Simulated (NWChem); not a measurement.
Everything below was run with NWChem. System: phenol (C$_{6}$H$_{6}$O), charge 0, spin multiplicity 1, at a geometry optimised with B3LYP/def2-SVP. Level: CAM-B3LYP/def2-SVP.

Output (cleaned and shortened):

```
             Northwest Computational Chemistry Package (NWChem) 7.3.0
             --------------------------------------------------------

                                NWChem Input Module
                                -------------------

 Scaling coordinates for geometry "geometry" by  1.889725989
 (inverse scale =  0.529177249)

 Turning off AUTOSYM since
 SYMMETRY directive was detected!

                             Geometry "geometry" -> ""
                             -------------------------

 Output coordinates in angstroms (scale by  1.889725989 to convert to a.u.)

  No.       Tag          Charge          X              Y              Z
 ---- ---------------- ---------- -------------- -------------- --------------
    1 O                    8.0000    -2.26833000     0.42250000     0.00000000
    2 C                    6.0000    -0.93563700     0.15549100     0.00000000
    3 C                    6.0000    -0.05131700     1.24491900     0.00000000
    4 C                    6.0000     1.32531000     1.02041200     0.00000000
    5 C                    6.0000     1.83888800    -0.28225400     0.00000000
    6 C                    6.0000     0.95454600    -1.36396900     0.00000000
    7 C                    6.0000    -0.42721100    -1.15161500     0.00000000
    8 H                    1.0000    -2.76251500    -0.40765800     0.00000000
    9 H                    1.0000    -0.46517400     2.25540200     0.00000000
   10 H                    1.0000     2.00654200     1.87551600     0.00000000
   11 H                    1.0000     2.91799300    -0.45114900     0.00000000
   12 H                    1.0000     1.33875700    -2.38744300     0.00000000
   13 H                    1.0000    -1.11643400    -2.00258100     0.00000000

 Effective nuclear repulsion energy (a.u.)     270.4484863940

            Nuclear Dipole moment (a.u.)
            ----------------------------
        X                 Y               Z
 ---------------- ---------------- ----------------
     0.0000056692    -0.0000170075     0.0000000000

      Symmetry information
      --------------------

 Group name             Cs
 Group number              2
 Group order               2
 No. of unique centers    13

      Symmetry unique atoms

     1    2    3    4    5    6    7    8    9   10   11   12   13


 Summary of "ao basis" -> "" (spherical)
 ------------------------------------------------------------------------------
[...]
 Vector   24  Occ=2.000000D+00  E=-3.117564D-01  Symmetry=a"
              MO Center=  4.3D-01, -4.4D-02, -7.1D-16, r^2= 3.0D+00
   Bfn.  Coefficient  Atom+Function         Bfn.  Coefficient  Atom+Function
  ----- ------------  ---------------      ----- ------------  ---------------
    90     -0.310592   7 C  pz               48      0.306067   4 C  pz
    34      0.297347   3 C  pz               76     -0.285225   6 C  pz
    93     -0.224409   7 C  pz               51      0.210239   4 C  pz
    37      0.208040   3 C  pz               79     -0.194220   6 C  pz

 Vector   25  Occ=2.000000D+00  E=-2.789390D-01  Symmetry=a"
              MO Center= -3.9D-02,  1.7D-02, -1.1D-16, r^2= 3.7D+00
   Bfn.  Coefficient  Atom+Function         Bfn.  Coefficient  Atom+Function
  ----- ------------  ---------------      ----- ------------  ---------------
    62      0.320702   5 C  pz                6      0.310955   1 O  pz
    20     -0.287698   2 C  pz                9      0.260021   1 O  pz
    65      0.239692   5 C  pz               34     -0.227140   3 C  pz
    90     -0.209229   7 C  pz               37     -0.177113   3 C  pz
    93     -0.170355   7 C  pz               23     -0.161158   2 C  pz

 Vector   26  Occ=0.000000D+00  E= 3.770849D-02  Symmetry=a"
              MO Center=  4.7D-01, -6.8D-02, -3.0D-14, r^2= 3.5D+00
   Bfn.  Coefficient  Atom+Function         Bfn.  Coefficient  Atom+Function
  ----- ------------  ---------------      ----- ------------  ---------------
    79      0.462506   6 C  pz               93     -0.451003   7 C  pz
    37      0.446922   3 C  pz               51     -0.445805   4 C  pz
    76      0.321631   6 C  pz               48     -0.315588   4 C  pz
    34      0.310703   3 C  pz               90     -0.304925   7 C  pz
    25      0.032651   2 C  d -1             67     -0.030509   5 C  d -1

 Vector   27  Occ=0.000000D+00  E= 5.463534D-02  Symmetry=a"
              MO Center=  4.2D-01, -5.6D-02,  1.4D-16, r^2= 3.7D+00
   Bfn.  Coefficient  Atom+Function         Bfn.  Coefficient  Atom+Function
  ----- ------------  ---------------      ----- ------------  ---------------
    65      0.538287   5 C  pz               23      0.494503   2 C  pz
    20      0.412231   2 C  pz               62      0.357769   5 C  pz
    51     -0.294840   4 C  pz               79     -0.288962   6 C  pz
    93     -0.215320   7 C  pz               37     -0.207929   3 C  pz
    48     -0.204790   4 C  pz                9     -0.203636   1 O  pz

 Vector   28  Occ=0.000000D+00  E= 9.271030D-02  Symmetry=a'
              MO Center= -2.3D+00, -1.0D+00, -3.4D-16, r^2= 4.2D+00
   Bfn.  Coefficient  Atom+Function         Bfn.  Coefficient  Atom+Function
  ----- ------------  ---------------      ----- ------------  ---------------
   100      1.132057   8 H  s               125      0.961044  13 H  s
     3     -0.659561   1 O  s                92      0.657719   7 C  py
    17     -0.478481   2 C  s                73     -0.435118   6 C  s
    91      0.310924   7 C  px               22      0.293075   2 C  py
   115      0.272007  11 H  s                 8      0.263308   1 O  py

 center of mass
 --------------
 x =  -0.03803088 y =   0.02224457 z =   0.00000000

 moments of inertia (a.u.)
 ------------------
         329.434777008387          57.006541552238           0.000000000000
          57.006541552238         682.743638521886           0.000000000000
           0.000000000000           0.000000000000        1012.178415530273

     Multipole analysis of the density
     ---------------------------------

     L   x y z        total         alpha         beta         nuclear
     -   - - -        -----         -----         ----         -------
     0   0 0 0     -0.000000    -25.000000    -25.000000     50.000000

     1   1 0 0     -0.139077     -0.069542     -0.069542      0.000006
     1   0 1 0     -0.515608     -0.257796     -0.257796     -0.000017
     1   0 0 1     -0.000000     -0.000000     -0.000000      0.000000

     2   2 0 0    -26.725377   -204.857568   -204.857568    382.989759
     2   1 1 0      3.243677     14.512888     14.512888    -25.782098
     2   1 0 1     -0.000000     -0.000000     -0.000000      0.000000
     2   0 2 0    -27.712247   -112.777475   -112.777475    197.842703
     2   0 1 1     -0.000000     -0.000000     -0.000000      0.000000
     2   0 0 2    -33.038413    -16.519207    -16.519207      0.000000

 Task  times  cpu:       60.1s     wall:       60.1s

 Total times  cpu:       60.1s     wall:       60.1s
```

**Question.** Write an NWChem input that would produce this output.

**Answer.** Several could match; the one computed here: 
```
start mol
memory heap 200 mb stack 900 mb global 1100 mb
geometry units angstroms nocenter noautoz
  O     -2.268330     0.422500     0.000000
  C     -0.935637     0.155491     0.000000
  C     -0.051317     1.244919     0.000000
  C      1.325310     1.020412     0.000000
  C      1.838888    -0.282254     0.000000
  C      0.954546    -1.363969     0.000000
  C     -0.427211    -1.151615     0.000000
  H     -2.762515    -0.407658     0.000000
  H     -0.465174     2.255402     0.000000
  H      2.006542     1.875516     0.000000
  H      2.917993    -0.451149     0.000000
  H      1.338757    -2.387443     0.000000
  H     -1.116434    -2.002581     0.000000
  symmetry group Cs
end
basis spherical
  * library def2-svp
end
dft
  xc xcamb88 1.00 lyp 0.81 vwn_5 0.19 hfexch 1.00
  cam 0.33 cam_alpha 0.19 cam_beta 0.46
  direct
  iterations 100
end
task dft energy
```
